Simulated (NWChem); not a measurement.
The numbers come from NWChem runs, not from measurements. System: nitrogen dioxide (NO$_{2}$), charge 0, spin multiplicity 2, at a geometry optimised with UB3LYP/def2-SVP. Its SCF solution wasn't tested for a lower state. Level: UCCSD(T)/def2-SVP, 3 core orbitals frozen.

NWChem printed:

```
             Northwest Computational Chemistry Package (NWChem) 7.3.0
             --------------------------------------------------------

                                NWChem Input Module
                                -------------------

 Scaling coordinates for geometry "geometry" by  1.889725989
 (inverse scale =  0.529177249)

 Turning off AUTOSYM since
 SYMMETRY directive was detected!

                             Geometry "geometry" -> ""
                             -------------------------

 Output coordinates in angstroms (scale by  1.889725989 to convert to a.u.)

  No.       Tag          Charge          X              Y              Z
 ---- ---------------- ---------- -------------- -------------- --------------
    1 O                    8.0000    -1.09943700     0.00000000     0.13993500
    2 N                    7.0000     0.00000000     0.00000000    -0.31985200
    3 O                    8.0000     1.09943700     0.00000000     0.13993500

 Effective nuclear repulsion energy (a.u.)      65.1357033684

            Nuclear Dipole moment (a.u.)
            ----------------------------
        X                 Y               Z
 ---------------- ---------------- ----------------
     0.0000000000     0.0000000000    -0.0000075589

      Symmetry information
      --------------------

 Group name             C2v
 Group number             16
 Group order               4
 No. of unique centers     2

      Symmetry unique atoms

     1    2


 Summary of "ao basis" -> "" (spherical)
 ------------------------------------------------------------------------------
       Tag                 Description            Shells   Functions and Types
 ---------------- ------------------------------  ------  ---------------------
 *                          def2-svp                  on all atoms

 Summary of "ao basis" -> "ao basis" (spherical)
 ------------------------------------------------------------------------------
       Tag                 Description            Shells   Functions and Types
 ---------------- ------------------------------  ------  ---------------------
 O                          def2-svp                 6       14   3s2p1d
 N                          def2-svp                 6       14   3s2p1d

                                 NWChem SCF Module
                                 -----------------

  ao basis        = "ao basis"
  functions       =    42
  atoms           =     3
[...]
                   ---------------------------------------------


            General Information
            -------------------
      Number of processors :     1
         Wavefunction type : Unrestricted Hartree-Fock
          No. of electrons :    23
           Alpha electrons :    12
            Beta electrons :    11
           No. of orbitals :    84
            Alpha orbitals :    42
             Beta orbitals :    42
        Alpha frozen cores :     3
         Beta frozen cores :     3
     Alpha frozen virtuals :     0
      Beta frozen virtuals :     0
         Spin multiplicity : doublet
    Number of AO functions :    42
       Number of AO shells :    18
        Use of symmetry is : on
      Symmetry adaption is : on
         Schwarz screening : 0.10D-09

          Correlation Information
          -----------------------
          Calculation type : Coupled-cluster singles & doubles w/ perturbation
   Perturbative correction : (T)
            Max iterations :      100
        Residual threshold : 0.10D-05
     T(0) DIIS level shift : 0.00D+00
     L(0) DIIS level shift : 0.00D+00
     T(1) DIIS level shift : 0.00D+00
     L(1) DIIS level shift : 0.00D+00
     T(R) DIIS level shift : 0.00D+00
     T(I) DIIS level shift : 0.00D+00
   CC-T/L Amplitude update :  5-th order DIIS
                I/O scheme : Global Array Library
        L-threshold :  0.10D-05
        EOM-threshold :  0.10D-05
 no EOMCCSD initial starts read in
 TCE RESTART OPTIONS
 SLICE:      F
 D4D5:       F
 quantumc:   F
 qrotation:  F
 pwtce:      F
 qducc:      F
 nacto:                         0
 nrotv:                         0
 nrot:                          0

            Memory Information
            ------------------
          Available GA space size is     249033272 doubles
          Available MA space size is     104855628 doubles

 Maximum block size supplied by input
 Maximum block size        24 doubles

 tile_dim =     12

 -------------------------------------------------

 Global array virtual files algorithm will be used

 Parallel file system coherency ......... OK


 half-transformed integrals in memory

 2-e (intermediate) file size =         5875884
 2-e (intermediate) file name = ./mol.v2i

 2-e integrals stored in memory



CCSD iterations
 ---------------------------------------------------------
 Iter          Residuum       Correlation     Cpu    Wall
 ---------------------------------------------------------
    1   0.2250982138509  -0.5388089792848     0.1     0.1
    2   0.0591402612143  -0.5142205809107     0.1     0.1
    3   0.0217128239500  -0.5317045614817     0.1     0.1
    4   0.0119801192005  -0.5290156124246     0.1     0.1
    5   0.0047774876371  -0.5315834997369     0.1     0.1
    6   0.0019339447005  -0.5315003681032     0.1     0.1
    7   0.0010754477064  -0.5315492646826     0.1     0.1
    8   0.0006003245532  -0.5315763778395     0.1     0.1
    9   0.0004098871440  -0.5315795965324     0.1     0.1
   10   0.0002520814197  -0.5315964958971     0.2     0.2
   11   0.0000452559391  -0.5316174135461     0.1     0.1
   12   0.0000202408352  -0.5316133699301     0.1     0.1
   13   0.0000127235008  -0.5316149151188     0.1     0.1
   14   0.0000073715206  -0.5316141531191     0.1     0.1
   15   0.0000047719661  -0.5316143376563     0.1     0.1
   16   0.0000010950593  -0.5316140687748     0.1     0.1
   17   0.0000006945782  -0.5316141031421     0.1     0.1
 -----------------------------------------------------------------
 Iterations converged
 CCSD correlation energy / hartree =        -0.531614103142079
 CCSD total energy / hartree       =      -204.394809942100096

 Singles contributions

 Doubles contributions
    13b2  (alpha)    13b2  (beta ) ---    11a2  (alpha)    10a2  (beta )       -0.1025086863
 CCSD(T)
 Using plain CCSD(T) code
             total no. of tasks         1000
 total no. of tasks / no. procs         1000
                         wl_min           64           2.0
                         wl_max        85184           6.6
        thresh for no. of tasks         1000

 CCSD[T]  correction energy / hartree =        -0.027027748442935
 CCSD[T] correlation energy / hartree =        -0.558641851585013
 CCSD[T] total energy / hartree       =      -204.421837690543043
 CCSD(T)  correction energy / hartree =        -0.023791268005322
 CCSD(T) correlation energy / hartree =        -0.555405371147401
 CCSD(T) total energy / hartree       =      -204.418601210105408

 Task  times  cpu:        3.5s     wall:        3.5s

 Total times  cpu:        3.5s     wall:        3.5s
```

Task: Write an NWChem input that would produce this output.

Result: This is not unique; one that fits is 
```
start mol
memory heap 100 mb stack 700 mb global 1900 mb
geometry units angstroms nocenter noautoz
  O     -1.099437     0.000000     0.139935
  N      0.000000     0.000000    -0.319852
  O      1.099437     0.000000     0.139935
  symmetry group C2v
end
basis spherical
  * library def2-svp
end
scf
  uhf
  nopen 1
  maxiter 100
  thresh 1e-7
  semidirect memsize 60000000 filesize 0
  # guess.movecs holds the orbitals of an unrestricted PBE0 run
  vectors input guess.movecs output mol.movecs
end
tce
  freeze core 3
  ccsd(t)
  thresh 1e-6
  maxiter 100
  tilesize 24
end
task tce energy
```
